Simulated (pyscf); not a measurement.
Optimised with ωB97X-D3(BJ)/def2-SVP in PySCF. MP2 and CC: frozen core, UHF for open shells. ΔMP2 is the change of the MP2 total energy from the triple- to the quadruple-zeta basis.

SMILES: C(O)(C)O
```xyz
10

C     -0.9926    -0.0702    -1.7197
C     -0.4743     1.3139    -1.3758
O      0.0450     1.2538    -0.0737
O      0.4868     1.7694    -2.2912
H     -1.3887    -0.0836    -2.7452
H     -0.1699    -0.8003    -1.6399
H     -1.7841    -0.3737    -1.0192
H     -1.2904     2.0589    -1.4407
H      0.3637     2.1382     0.1449
H      1.1947     1.1112    -2.3102
```
Charge 0, spin multiplicity 1.

Task: How much does it cost (ΔH, 298 K, CCSD(T)/def2-TZVPP + ΔMP2(QZVPP)) to split H₃C–CH(OH)–OH at its C–C bond into CH₃• + HO–CH•–OH?

Result: C–C to CH₃• + HO–CH•–OH: 90.0 kcal/mol. Other isomers of HO–CH•–OH were not searched in full and may lie lower. The CCSD(T) − MP2 part came from Ansatz, without density fitting, on the same reference.
